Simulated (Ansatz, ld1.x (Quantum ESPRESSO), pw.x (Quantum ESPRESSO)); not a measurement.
**Equation-of-state test of one TM potential (Ru (Z = 44))**

* Element: ruthenium (Ru)
* Generator: ld1.x (Quantum ESPRESSO) 7.5
* Type: norm-conserving Troullier–Martins (Kleinman–Bylander form)
* Functional: PBEsol
* Relativity: scalar-relativistic
* Frozen core: [Kr]
* Valence charge: 8
* Reference configuration: 4d7 5s1 5p0
* Partial waves: 5p (bound, empty): rc 2.55 bohr; 4d (bound): rc 2.05 bohr; 5s (bound): rc 2.10 bohr
* Local potential: the s channel
* Core correction: none

Atomic tests: cutoffs needed: 45 Ry and 50 Ry (the cutoffs (Ry, on a coarse ladder) from which the occupation-weighted sum of valence levels, in a spherical-Bessel basis at the reference potential, stays within 10 and 1 mRy of its value at 400 Ry); ghost test: no extra level below or beside the all-electron valence levels (p, d, s, f tested) (spherical-Bessel basis up to 400 Ry, 20 bohr box); largest excitation error: -394 meV (all-electron minus pseudo) for 4d5 5s0 5p0, out of 7 test configurations.

Crystal test: diamond Ru in pw.x 7.5, no spin, 9³ k-points, Fermi–Dirac smearing 0.01 Ry, cutoffs 60/240 Ry. The reference is all-electron LAPW (Ansatz 0.2.0) with the same functional, mesh and smearing; V0 and B0 come from Birch–Murnaghan fits to the pressures at five volumes. Errors are pseudo minus all-electron; Δ is the rms difference of the E(V) curves that follow from these fits, minima aligned, over ±6 % about the mean V0. Mesh and smearing are coarse, so the numbers serve the comparison and aren't converged zero-temperature values; the lattice is a test structure that the element need not adopt.

All-electron: a0 = 5.393 Å (V0 = 19.61 Å³/atom), B0 = 181.5 GPa.

Question: How far does the potential miss the all-electron equation of state?

Answer: mean pressure error (GPa): +10.46. The pressure does not cross zero within the volumes sampled, so no fit is given. The largest radius (2.55 bohr) exceeds half the bond length (2.21 bohr), so the spheres overlap, which is one possible source of error among others. This is a poor potential for the solid.

```json
{"V (Å³/atom)": "18.632", "P all-electron (GPa)": "10.44", "P pseudo (GPa)": "22.57"}
{"V (Å³/atom)": "19.123", "P all-electron (GPa)": "4.83", "P pseudo (GPa)": "16.04"}
{"V (Å³/atom)": "19.613", "P all-electron (GPa)": "-0.04", "P pseudo (GPa)": "10.35"}
{"V (Å³/atom)": "20.103", "P all-electron (GPa)": "-4.27", "P pseudo (GPa)": "5.37"}
{"V (Å³/atom)": "20.594", "P all-electron (GPa)": "-7.93", "P pseudo (GPa)": "1.02"}
```

Question: At the middle volume, how do free energy and pressure move when the wave cutoff is lowered (ecutrho kept at four times it)?

Answer:

```tsv
cutoff (Ry)	shift of F (meV/atom)	shift of P (GPa)
27	+5880.5	-184.02
36	+717.2	-37.68
48	+12.8	-1.27
```

The run at the middle volume (35 k-points, 12 iterations) took about 20 s on one core of a shared host (Neoverse-V1, 32 threads, 247 GiB, load 18).
